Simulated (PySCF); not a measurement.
# One molecule, a ladder of functionals, a line

Molecule: `InChI=1S/C5H13N/c1-5(2)6(3)4/h5H,1-4H3`.

Atom-mapped SMILES (the numbers label the heavy atoms): `[CH3:1][CH:2]([CH3:3])[N:4]([CH3:5])[CH3:6]`. Hydrogens are named by the atom that carries them.

GIAO shieldings (ppm, equivalent atoms averaged) in PySCF on the PBE0-D3(BJ)/def2-SVP geometry, basis pcSseg-1, gas phase, non-relativistic:

```tsv
functional	exact exchange (%)	σ(C2)	σ(N4)
BLYP	0	115.5	210.6
BP86	0	121.3	217.3
PBE	0	121.8	217.5
B3LYP	20	122.2	219.7
PBE0	25	129.4	227.7
mPW1PW91	25	128.6	226.7
HF	100	143.5	247.4
```

Q: Fit each shielding as a line in the percentage of exact exchange.

A: σ(C2) = 120.2 + 0.24 x (rms 2.7 ppm); σ(N4) = 216.0 + 0.32 x (rms 3.0 ppm). The functionals also differ in their semilocal parts, which the line can't hold; Hartree–Fock has no correlation at all.

Q: What does the line predict for BHandHLYP (50 %), and what does the run give?

A: σ(C2): 132.2 predicted, 130.6 computed; σ(N4): 232.0 predicted, 230.8 computed ppm.
